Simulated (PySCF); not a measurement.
How well do the runs reproduce experiment for acetyl fluoride?

**Experimental background.**

NIST CCCBDB Release 22 (SRD 101), experimental dipoles lists, for the gas: dipole moment (microwave Stark effect) 2.96 D.

The results are set against them at the end.

Acetyl fluoride, C₂H₃FO.
SMILES with atom numbers: `[CH3:1][C:2](=[O:3])[F:4]` (hydrogens: H5, H6, H7 on C1)

Cartesian coordinates in Å at the PBE0-D3(BJ)/def2-SVP level; atoms count from 1:
```
atom  x, y, z in Å
C1    -0.6385   -0.0712   -0.1213
C2     0.8356   -0.0390    0.1041
O3     1.6403   -0.8657   -0.1543
F4     1.2071    1.1257    0.6632
H5    -1.1682    0.2082    0.8002
H6    -0.9443   -1.0677   -0.4577
H7    -0.9003    0.6758   -0.8862
```

The PySCF runs (gas phase, on this PBE0-D3(BJ)/def2-SVP geometry; no spin–orbit coupling):

```csv
level,job,basis functions,wall time
"PBE0-D3(BJ)/def2-SVP, grid level 1",geometry optimisation from a GFN2-xTB start shaken at random,71,9.2 s
KT3/pcSseg-2,shieldings,186,14 s
PBE0/pcSseg-1,"shieldings, charges and field gradients",83,3.9 s
B3LYP/def2-SVPD,"10 singlets by full TDDFT, 4 Tamm–Dancoff triplets, polarisability, ΔSCF ions",110,11 s
B3LYP/pcJ-1,spin–spin couplings from 7 perturbed nuclei,138,8.9 s
```

Hardware: Arm Neoverse V1, one thread, on a shared host.

**Comparison with experiment**

**Dipole moment.** Measured: 2.96 D (NIST CCCBDB Release 22 (SRD 101), experimental dipoles).

```json
{"level": "PBE0-D3(BJ)/def2-SVP", "computed (D)": "2.84", "computed − measured (D)": "-0.12", "% (from the printed values)": "-4"}
{"level": "KT3/pcSseg-2", "computed (D)": "2.88", "computed − measured (D)": "-0.08", "% (from the printed values)": "-3"}
{"level": "PBE0/pcSseg-1", "computed (D)": "2.96", "computed − measured (D)": "0.00", "% (from the printed values)": "0"}
{"level": "B3LYP/def2-SVPD", "computed (D)": "3.00", "computed − measured (D)": "+0.04", "% (from the printed values)": "+1"}
{"level": "B3LYP/pcJ-1", "computed (D)": "2.95", "computed − measured (D)": "-0.01", "% (from the printed values)": "0"}
```

Closest is PBE0/pcSseg-1 (0.00 D), furthest PBE0-D3(BJ)/def2-SVP (-0.12 D); one molecule doesn't rank methods. The computed dipoles belong to one fixed geometry; measured ones are averaged over vibrations unless marked μe. Magnitudes are compared, not signs.

No measured geometry was used, and the causes of the misses weren't examined.
